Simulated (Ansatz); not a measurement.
**SiN⁺, triplet: reading a ladder of total energies**

Geometry: that of the SiN, quartet, kept fixed.

```xyz
2

Si    0.0000    0.0000    0.0000
N     0.0000    0.0000    1.8891
```

Basis cc-pVDZ; Ansatz 0.2.0. Correlated methods freeze the noble-gas cores, which leaves 8 electrons in 26 orbitals. Prefix R: restricted or restricted open-shell reference; prefix U: unrestricted.

Full CI isn't at hand for all of this; UCCSDT(Q) serves as the reference, and is uncertain by about the last step of the cluster series.

Runs differ by some tens of microhartree through their thresholds and, for an open shell, their frozen cores, so steps under 0.03 kcal/mol mean nothing.

| level | total energy (hartree) |
| --- | --- |
| UHF | -342.977454 |
| UMP2 | -343.126664 |
| UCCSD | -343.161597 |
| UCCSD(T) | -343.166999 |
| UCCSDT | -343.168392 |
| UCCSDT(Q) | -343.168893 |

Problem. What is the correlation energy at UCCSDT(Q), and what share of it do UMP2 and UCCSD recover?

Solution. E(corr) = -343.168893 − (-342.977454) = -0.191439 hartree = -5.209 eV. UMP2: -0.149210 / -0.191439 = 77.94 %. UCCSD: -0.184143 / -0.191439 = 96.19 %.

Problem. By how many kcal/mol does UCCSD(T) miss UCCSDT(Q) (1 hartree = 627.509 kcal/mol), and which steps make up the rest?

Solution. -343.166999 − (-343.168893) = 0.001894 hartree = 1.19 kcal/mol. Steps: UCCSDT − UCCSD(T) = -0.87, UCCSDT(Q) − UCCSDT = -0.31 kcal/mol. Differences between like states or geometries often cancel part of this.
